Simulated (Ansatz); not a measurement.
Reaction (SMILES): FCl (F-Cl) → Cl atom + F atom
B3LYP-D3(BJ)/def2-TZVP geometries, fixed; electronic energies without zero-point terms.

Core correlation in the atomisation energy at MP2 with Ansatz (a program for electronic structure), in kcal/mol: frozen core against 1s of Al to Cl frozen alone. Open shells are unrestricted.

```tsv
basis	functions, most	frozen core
cc-pV(D+d)Z	37	48.18
cc-pCVDZ	45	47.20
cc-pV(T+d)Z	69	61.91
cc-pwCVTZ	102	62.29
cc-pCVTZ	102	62.07
cc-pV(Q+d)Z	119	66.08
cc-pCVQZ	193	66.17
cc-pwCVQZ	193	66.24
```

**Question.** How large is the core term in each set?

**Answer.** The largest core-valence set, cc-pwCVQZ, gives a core term of 0.18 kcal/mol; the valence set cc-pV(Q+d)Z, which lacks functions for the core, gives 0.60. By row: cc-pV(D+d)Z 0.31, cc-pCVDZ 0.35, cc-pV(T+d)Z 0.99, cc-pwCVTZ 0.22, cc-pCVTZ 0.23, cc-pV(Q+d)Z 0.60, cc-pCVQZ 0.19, cc-pwCVQZ 0.18.
